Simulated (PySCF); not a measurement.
**Worked example for isocyanate: detachment energy to the radical**

Structure: `[N-]=C=O` ([CNO]-).

These are calculated values, B3LYP-D3(BJ)/ma-def2-TZVP in PySCF (grid level 2) at geometries from PBE0-D3(BJ)/ma-def2-SVP. Zero-point energies come from unscaled PBE0-D3(BJ)/ma-def2-SVP harmonic frequencies.

| state | structure | E / Eh |
| --- | --- | --- |
| parent | parent | -168.207104 |
| radical | parent | -168.073773 |
| radical | radical | -168.077067 |
| parent | radical | -168.201630 |

Zero-point energy of the radical less that of the parent: -0.021 eV. 1 Eh = 27.2114 eV.

Question: Work out the vertical and adiabatic detachment energy.

Answer: Vertical: (-168.073773) − (-168.207104) = 0.133331 Eh = 3.63 eV. Adiabatic: 0.130037 Eh = 3.538 eV, and 3.52 eV with zero-point energy.

Question: And the inner reorganisation energy of self-exchange?

Answer: The radical relaxes by 89.6 meV and the parent by 149.0 meV, so λ = 239 meV.

---

## Worked example for nitrosyl: recombination energy to the radical

Structure: `N#[O+]` ([NO]+).

Computed at M06-2X/ma-def2-TZVP // PBE0-D3(BJ)/def2-SVP with PySCF (density fitting, grid level 3). Zero-point energies come from unscaled PBE0-D3(BJ)/def2-SVP harmonic frequencies.

| state | structure | E / Eh |
| --- | --- | --- |
| parent | parent | -129.550070 |
| radical | parent | -129.880744 |
| radical | radical | -129.895638 |
| parent | radical | -129.526936 |

Zero-point energy of the radical less that of the parent: -0.030 eV. 1 Eh = 27.2114 eV.

Question: Work out the vertical and adiabatic recombination energy.

Answer: Vertical: (-129.550070) − (-129.880744) = 0.330674 Eh = 9.00 eV. Adiabatic: 0.345568 Eh = 9.403 eV, and 9.43 eV with zero-point energy.

Question: And the inner reorganisation energy of self-exchange?

Answer: The radical relaxes by 405.3 meV and the parent by 629.5 meV, so λ = 1035 meV.

---

# Worked example for sulfur dimer: electron affinity to the radical anion

Structure: `[S][S]` (S2). The parent is a triplet.

Level of theory: PBE0-D3(BJ)/ma-def2-TZVP single points in PySCF, grid level 2; every species was optimised with PBE0-D3(BJ)/ma-def2-SVP. Zero-point energies come from unscaled PBE0-D3(BJ)/ma-def2-SVP harmonic frequencies.

```tsv
state	structure	E / Eh
parent	parent	-796.119680
radical anion	parent	-796.173941
radical anion	radical anion	-796.177188
parent	radical anion	-796.110715
```

Zero-point energy of the radical anion less that of the parent: -0.009 eV. 1 Eh = 27.2114 eV.

Q: Work out the vertical and adiabatic electron affinity.

A: Vertical: (-796.119680) − (-796.173941) = 0.054261 Eh = 1.48 eV. Adiabatic: 0.057508 Eh = 1.565 eV, and 1.57 eV with zero-point energy.

Q: And the inner reorganisation energy of self-exchange?

A: The radical anion relaxes by 88.3 meV and the parent by 243.9 meV, so λ = 332 meV.
